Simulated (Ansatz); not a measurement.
A made-up structure of CHBF (charge -1), singlet:

C1  (-0.042, 0.775, -0.254)
B2  (0.034, -0.625, 0.206)
F3  (0.114, -2.059, 0.680)
H4  (-0.105, 1.909, -0.632)
(Å)

It is relaxed with PBE-D4/def2-SVPD and then PBE0-D4/def2-TZVPD (Ansatz 0.2.0). Atoms count as bonded within 1.22 times the sum of their covalent radii (H–H: 0.88 Å). The end point is not checked to be a true minimum.

Problem. Does its bonding change? (A judgement: the text doesn't fix the answer.)

Solution. Computed: No: no bond forms or breaks.

Where it ends: The first stage lowers the energy by 0.96 eV in 4 steps. It ends as CHBF ([CH][B][F]), total charge -1:
C1  (-0.038, 0.692, -0.227)
B2  (0.031, -0.558, 0.184)
F3  (0.101, -1.838, 0.608)
H4  (-0.094, 1.704, -0.565)
(Å)

Labels in which every atom is bracketed show which atoms are joined, not bond orders.

For scale, one of the runs: PBE0-D4/def2-TZVPD relaxation, 123 basis functions, launched by `ansatz run in.yaml --threads 2 --pin off --events-out ev --progress --plain --max-ram 4352MiB`. Hardware: 2 CPU threads of an AMD EPYC 9R45, shared host. Wall time about 2.2 s.
